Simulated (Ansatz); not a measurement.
For cubic perovskite SrTiO3 (cubic form, which distorts at low temperature), PBE-D3(BJ) (PAW; Ansatz, a program for electronic structure) gives:

```
Item                           Result
---------------------  --------------
lattice constant a            3.910 Å
enthalpy of formation  -3.234 eV/atom
```

**Question.** What does r²SCAN-D4 (plane waves, PAW; Ansatz) give for the same quantities?

**Answer.** 
- lattice constant a: 3.899 Å (decreases by 0.3 %)
- formation enthalpy: -3.511 eV/atom (moves by -0.277 eV/atom)

For comparison: lattice constant a 3.89 Å (measured, 0 K, cubic phase extrapolated to 0 K; as tabulated in Bilc et al. (2008), arXiv:0805.0753); formation enthalpy -3.416 eV/atom (measured, 0 K, at or extrapolated to 0 K by the table's caption; zero-point energies not removed; as tabulated in Aykol and Wolverton (2014), doi:10.1103/physrevb.90.115105).

Changes are worked out from the printed values.

Unless a cell is named, each level is at its own relaxed cell (PBE-D3(BJ) 11.95, r²SCAN-D4 11.86 Å³/atom).

Caveats: the relaxation could not lower the start's symmetry, so the cell can be a saddle point above a distorted one (PBE-D3(BJ), r²SCAN-D4). Ansatz's density-functional and Hartree–Fock values are scalar-relativistic unless marked +SOC, with PAW data made under PBE.
